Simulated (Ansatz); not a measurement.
SiNH6Cl, singlet: at a first-order saddle point.

The input file, in.yaml:

```yaml
crystal:
  periodic: [false, false, false]
  atoms:
    - {symbol: Si, position_ang: [-0.897962, 0.104541, -0.245365]}
    - {symbol: Cl, position_ang: [1.063309, -1.228549, -1.717557]}
    - {symbol: H, position_ang: [-0.859266, 0.934414, -1.457148]}
    - {symbol: H, position_ang: [-1.702856, 0.873119, 0.761320]}
    - {symbol: H, position_ang: [-1.444380, -1.259302, -0.250128]}
    - {symbol: H, position_ang: [1.304293, -0.392094, -0.080581]}
    - {symbol: N, position_ang: [0.732091, 0.164500, 0.653779]}
    - {symbol: H, position_ang: [1.090312, 1.106716, 0.780149]}
    - {symbol: H, position_ang: [0.714559, -0.303243, 1.555433]}
basis:
  gaussian: {orbitals: "def2-QZVPP.json"}
correlation: {method: mp2}
```

The basis file named in the input lies beside it (Basis Set Exchange, JSON).

Command:

```bash
ansatz run in.yaml --threads 2 --pin off --events-out ev --progress --plain --max-ram 4352MiB
```

What Ansatz 0.2.0 printed:

```
Functional definition: HF
  name "HF"
  cite "Fock, Z. Phys. 61, 126 (1930) doi:10.1007/BF01340294"
  parent pbe
  exchange = exact_x
  correlation = 0
2205 factors; integrals over basis functions are off by at most 8.5e-4 eV
mean field evaluation 1: about -21942.5074 eV, gradient 2.9e1 eV
mean field evaluation 2: about -21942.5968 eV, gradient 2.9e1 eV
mean field evaluation 4: about -21944.8567 eV, gradient 2.8e0 eV
mean field evaluation 8: about -21944.8902 eV, gradient 2.3e-1 eV
mean field -21944.89048768 eV, -806.4598506414 hartree, gradient 3.4e-6 eV, S^2 0.000000; 0 other end points of the search recorded, 0 dependent functions left out
11 core orbitals not correlated: weight in the atoms' cores, before any rotation towards them, 1.000 or more for the frozen orbitals, at most 0.000 for the correlated occupied ones
reference -21944.89048768 eV, -806.4598506414 hartree; 11, 11 occupied and 355, 355 virtual orbitals, 2205 factors
second order -16.76052016 eV of doubles, -0.00000000 eV of singles
Total energy: -21961.65100785 eV, -807.0757883966 hartree
```

The lines “mean field evaluation” count trial sets of orbitals through the whole run, from several starts and some on an approximate energy, so they need not fall steadily or lie above the final value.

Hardware: 2 CPU threads of an Intel Xeon Platinum 8488C, shared host. Wall time 14 s; peak host memory 1.6 GiB.
